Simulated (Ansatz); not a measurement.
# CH3SSi: the cost of one run

The runs use Ansatz 0.2.0; RKS PBE0-D4/def2-TZVPD.

## (1) Starting geometry

SMILES `C=[SiH][S-]`, 6 atoms, charge -1, spin multiplicity 1.

Atoms are counted from 1 here; the program's logs count them from 0.

Bond lengths: C1–Si2 1.747 Å, C1–H4 1.101 Å, C1–H5 1.103 Å, Si2–S3 2.048 Å, Si2–H6 1.520 Å. Angles: Si2–C1–H4 124.6°, Si2–C1–H5 119.3°, H4–C1–H5 116.1°, C1–Si2–S3 133.1°, C1–Si2–H6 110.5°, S3–Si2–H6 116.5°.

As a file:

```xyz
6

C    -0.4950    0.3955   -0.7178
Si    0.3875   -0.3992    0.5640
S     0.6891   -2.3675    1.0419
H    -1.0559   -0.1273   -1.5083
H    -0.5075    1.4975   -0.7614
H     1.0411    0.6272    1.4754
```

This geometry comes from a loose relaxation at PBE in a small basis, which is not shown.

## (3) Setting up the map

First coordinate, angle H4–C1–Si2: 15 values from 79.5 to 169.5 °. Second coordinate, dihedral H4–C1–Si2–S3: 15 values from −180 to 156 °, periodic.

Nothing else is relaxed (all other coordinates rigid). Energies count from the relaxed molecule at the same level. Points are written as (first, second).

(The set-up runs are not shown.)

## (4) Point (124.5°, −180°)

Input file input.yaml:

```yaml
crystal:
  periodic: [false, false, false]
  atoms:
    - { symbol: C, position_ang: [-0.487725, 0.3893, -0.707148] }
    - { symbol: Si, position_ang: [0.382225, -0.398662, 0.556413] }
    - { symbol: S, position_ang: [1.475444, 0.276429, 2.105532] }
    - { symbol: H, position_ang: [-1.040709, -0.125502, -1.48671] }
    - { symbol: H, position_ang: [-0.501327, 1.475849, -0.752196] }
    - { symbol: H, position_ang: [0.261762, -1.891395, 0.418731] }
total_charge: -1
basis:
  gaussian: { orbitals: def2-TZVPD }
hamiltonian:
  xc: pbe0
  dispersion: d4
output:
  forces: true
```

Run with:

```console
$ ansatz run input.yaml --threads 1 --pin off --max-ram 2560MiB --backend cpu --events-out ev --progress --plain --runs-dir out
```

What time and memory should one allow on 1 thread of Arm Neoverse N1, shared host?

About 8.4 s, with a peak of 0.27 GiB.
